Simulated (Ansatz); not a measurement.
The first iterations of a band of C₆H₁₀ (16 atoms, charge 0, multiplicity 1).

Theory: RKS PBE0/STO-3G (Ansatz).

| Property | Result |
| --- | --- |
| movable images | 3 |
| climbing image | no |
| spring | 5.0 eV/Å² |
| optimiser | quadratic models (default) |
| start path | IDPP |
| force threshold | 0.03 eV/Å |
| iteration limit | 60 |
| end points | relaxed |

First end point:

```xyz
16
Properties=species:S:1:pos:R:3
C 0.617 -2.222 -1.506
C 0.749 -1.130 -0.776
C 1.458 -0.411 0.315
C 0.278 0.241 -0.433
C -1.065 0.459 0.282
C -1.084 1.772 1.096
H -0.151 -2.308 -2.282
H 1.270 -3.091 -1.371
H 1.292 -0.735 1.348
H 2.466 -0.026 0.129
H 0.544 1.044 -1.135
H -1.261 -0.395 0.948
H -1.871 0.481 -0.470
H -2.053 1.901 1.595
H -0.298 1.762 1.862
H -0.914 2.636 0.441
```

Last end point:

```xyz
16
Properties=species:S:1:pos:R:3
C 0.620 -2.224 -1.501
C 0.750 -1.130 -0.774
C 1.457 -0.406 0.315
C 0.277 0.241 -0.437
C -1.067 0.460 0.278
C -1.084 1.770 1.096
H 1.276 -3.091 -1.365
H -0.151 -2.316 -2.274
H 1.291 -0.727 1.349
H 2.465 -0.020 0.128
H 0.542 1.042 -1.141
H -1.265 -0.396 0.941
H -1.872 0.485 -0.474
H -2.051 1.897 1.599
H -0.295 1.758 1.860
H -0.917 2.636 0.444
```

| iteration | highest image above the first end (eV) | largest band force component (eV/Å) |
| --- | --- | --- |
| 1 | 4.686 | 3.833 |
| 2 | 3.622 | 0.988 |
| 3 | 3.422 | 0.659 |

Problem. Does the band converge within its limit, and where does its top end?

Solution. The forces met the threshold. It ended after 10 iterations with the highest image 3.300 eV above the first end. Neighbouring images differ by up to 2.7 eV, so the band resolves the path poorly. No image climbed, so the highest image needn't sit at the top of the path. So few images can step over the top or miss a turn of the path. Limits of this set-up: minimal basis.

The run took 110 s on 1 thread of Arm Neoverse V1, with other jobs on the host, peak memory 0.11 GiB.
